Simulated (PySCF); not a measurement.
# A diatomic session: PH

One table from this session's results is given with a row withheld; the runs are named, their logs left out.

The runs use PySCF 2.14.0; P pcseg-2, H pcseg-2, no relativity.

Set-up of the first run:

The job is set up so:

| Item | Value |
| --- | --- |
| atoms | P, H |
| charge | 0 |
| basis | P pcseg-2, H pcseg-2 |
| Hamiltonian | no relativity |
| basis functions | 48 |
| electrons treated | 16 |
| masses in u | 30.9738, 1.0078 |
| levels | PBE0, PBE, r²SCAN, TPSS, r²SCAN0, B2PLYP, HF, MP2, SCS-MP2, CCSD, CCSD(T) |
| grid | 80 radial by 434 angular points |
| occupations | held fixed by the projection of orbital angular momentum |
| dissociation limit | P + H, each in its ground configuration |
| starting distance in angstrom | 1.385 |
| values of 2S to try | 0, 2, 4 |

Started as:

```console
OMP_NUM_THREADS=1 python dia.py task.json out
```

Among the steps run: Set-up; First curve: PBE0; Higher solutions at PBE0; PBE (GGA); r²SCAN (meta-GGA); TPSS (meta-GGA); r²SCAN0; B2PLYP; UHF (mean field); Adding correlation.

One of the session's tables, all rows but one given; the rest of the session is left out.

It belongs to the step «The curves together». Energy (eV) from each level's lowest point:

```
R (Å)    UHF  UHF-MP2  UHF-SCS-MP2  UHF-CCSD  UHF-CCSD(T)
1.229  0.499    0.505        0.511       n/a          n/a
1.286  0.211    0.217        0.222     0.231        0.236
1.343  0.054    0.059        0.062     0.068        0.071
1.386  0.004    0.007        0.008     0.012        0.013
1.429  0.000    0.000        0.000     0.000        0.000
1.472      ?        ?            ?         ?            ?
1.529  0.126    0.116        0.112     0.102        0.097
1.601  0.298    0.278        0.271     0.252        0.243
1.686  0.560    0.527        0.517     0.483        0.469
1.800  0.961    0.914        0.908       n/a          n/a
```

Q: Estimate the row for R (Å) = 1.472 from the others.

Worked estimate for «UHF». A straight line through the neighbours (1.429, 0.000) and (1.529, 0.126) gives 0.000 + (0.126 − 0.000) × (1.472 − 1.429) / (1.529 − 1.429) = 0.054; a parabola fitted to 4 rows on both sides gives 0.037.

As computed: UHF: 0.034; UHF-MP2: 0.030; UHF-SCS-MP2: 0.029; UHF-CCSD: 0.025; UHF-CCSD(T): 0.023. In «UHF» the line misses by +0.020 and the parabola by +0.003.

State 3 has its PBE0 minimum 1.57 eV higher. The other levels ran on the lowest alone.
